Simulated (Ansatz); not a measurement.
O3, singlet: CASSCF and its corrections

Computed with Ansatz's Gaussian-basis code (development build). Basis cc-pVDZ, nonrelativistic, 3 orbitals frozen in the corrections. State-specific CASSCF; RHF is the lowest restricted (open-shell) Hartree–Fock solution met. No symmetry is imposed, so a solution can break that of the shape. Lower solutions, or ones in other orbitals, may exist.

Geometry:

| atom | x (Å) | y (Å) | z (Å) |
| --- | --- | --- | --- |
| O | 0.0000 | 0.0000 | -0.3867 |
| O | 0.0000 | 0.9759 | 0.1934 |
| O | 0.0000 | -0.9759 | 0.1934 |

Question: What do CASSCF and its corrections give against RHF in CAS(12,9), and what are the occupations?

Answer: CASSCF -4.787 eV, SC-NEVPT2 -14.837 eV; occupations 2.00, 1.99, 1.98, 1.98, 1.97, 1.87, 0.15, 0.03, 0.03.
